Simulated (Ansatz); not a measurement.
A nudged elastic band was laid between two geometries of C2H5OS (9 atoms, charge 1, multiplicity 1).

Computed with Ansatz 0.2.0, RKS B3LYP/def2-SVP.

| Quantity | Value |
| --- | --- |
| movable images | 5 |
| climbing image | yes |
| spring | 5.0 eV/Å² |
| optimiser | quadratic models (default) |
| start path | IDPP |
| force threshold | 0.03 eV/Å |
| iteration limit | 60 |
| end points | relaxed |

Image 0:

```xyz
9
Properties=species:S:1:pos:R:3
O -0.249 1.669 -1.333
C -0.529 0.701 -0.493
C 0.460 -0.090 0.001
S -0.023 -1.348 1.112
H -1.035 2.163 -1.615
H -1.579 0.552 -0.204
H 1.513 0.027 -0.262
H 0.841 -1.208 2.162
H 0.601 -2.466 0.632
```

Image 6:

```xyz
9
Properties=species:S:1:pos:R:3
O -0.801 1.686 -1.260
C -0.782 0.675 -0.432
C 0.312 -0.027 -0.027
S 0.015 -1.336 1.096
H 0.077 1.932 -1.601
H -1.789 0.428 -0.070
H 1.338 0.166 -0.348
H 0.936 -1.133 2.086
H 0.695 -2.392 0.556
```

(1) What changes between the two ends?

(2) Give the energies along the band, and the barrier.

(3) What is the geometry of the highest image?

Results:

(1) No bond is made or broken. The dihedral H5–O1–C2–C3 changes from 180 to 0° by way of a nearly straight angle H5–O1–C2 (up to 180°), not by a turn about the bond.

(2) The forces met the threshold. The highest image is number 3 of 0 to 6, 1.00 eV above the first end and 0.98 eV above the last; the last end lies 0.02 eV above the first. A vibrational analysis at the climbing image gives 2 clearly imaginary modes (1110i, 842i cm⁻¹): a point of higher order, so a lower path passes nearby. Limits of this set-up: the dipole of an ion depends on the origin.

```json
{"image": "0", "path coordinate (Å)": "0.00", "energy (eV)": "0.00", "angle H5–O1–C2 (°)": "113"}
{"image": "1", "path coordinate (Å)": "0.30", "energy (eV)": "0.09", "angle H5–O1–C2 (°)": "122"}
{"image": "2", "path coordinate (Å)": "0.59", "energy (eV)": "0.56", "angle H5–O1–C2 (°)": "146"}
{"image": "3", "path coordinate (Å)": "0.89", "energy (eV)": "1.00", "angle H5–O1–C2 (°)": "180"}
{"image": "4", "path coordinate (Å)": "1.21", "energy (eV)": "0.50", "angle H5–O1–C2 (°)": "144"}
{"image": "5", "path coordinate (Å)": "1.53", "energy (eV)": "0.10", "angle H5–O1–C2 (°)": "121"}
{"image": "6", "path coordinate (Å)": "1.85", "energy (eV)": "0.02", "angle H5–O1–C2 (°)": "114"}
```

(3) 
```xyz
9
Properties=species:S:1:pos:R:3
O -0.649 1.611 -1.222
C -0.702 0.630 -0.407
C 0.395 -0.075 -0.001
S 0.090 -1.379 1.120
H -0.613 2.346 -1.833
H -1.706 0.366 -0.032
H 1.416 0.129 -0.330
H 1.006 -1.186 2.116
H 0.764 -2.443 0.589
```

The run took 120 s on 1 thread of Arm Neoverse V1, with other jobs on the host, peak memory 0.16 GiB.
